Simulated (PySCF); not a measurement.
An unknown shows these calculated signals:

¹H NMR (500 MHz, computed): δ 1.89 (d, J = 3.3 Hz, 1H), 0.96 (m, 1H), 0.66 (m, 2H), 0.66 (m, 2H).

¹³C{¹H} NMR (computed): δ 92.2 (C), 71.0 (CH), 7.6 (CH2), -4.6 (CH).

- J: B3LYP/pcJ-1 (without the spin–dipole term)
- geometry: PBE0-D3(BJ)/def2-SVP
- shielding tensors at HF/pcSseg-2 (GIAO)
- code: PySCF
- non-relativistic, a single conformation, equivalent nuclei averaged, gas phase

References, each an isolated molecule treated in the same way: ¹H (31.68 ppm) and ¹³C (191.47 ppm) against TMS.

Problem. Which of these does the molecule contain: a nitrile, an OH group, a C≡C triple bond, a non-aromatic C=C double bond, a three-membered ring?

Solution. 
- A nitrile: no.
- An OH group: no.
- A C≡C triple bond: yes (δC 71.0, 92.2; δH 1.89 (d)).
- A non-aromatic C=C double bond: no.
- A three-membered ring: yes.

The data belong to SMILES C#CC1CC1, C$_{5}$H$_{6}$; they needn't prove each group on their own.

Carbon signals by region: 2 at 50–100 ppm, 2 below 50 ppm.

Splittings below 1 Hz are ignored in the labels, and close J values are merged. Couplings among chemically equivalent protons are left out too, so labels in AA′BB′ or AA′XX′ sets are apparent multiplicities. Unscaled 3J(H,H) at this level run about 10 % above measured values. Shifts are as computed, not scaled to solution data. Of 1211 compounds with measured shifts, 218 miss one by over three times the rms of a fit or turn the order of signals round; such compounds aren't used in these exercises.
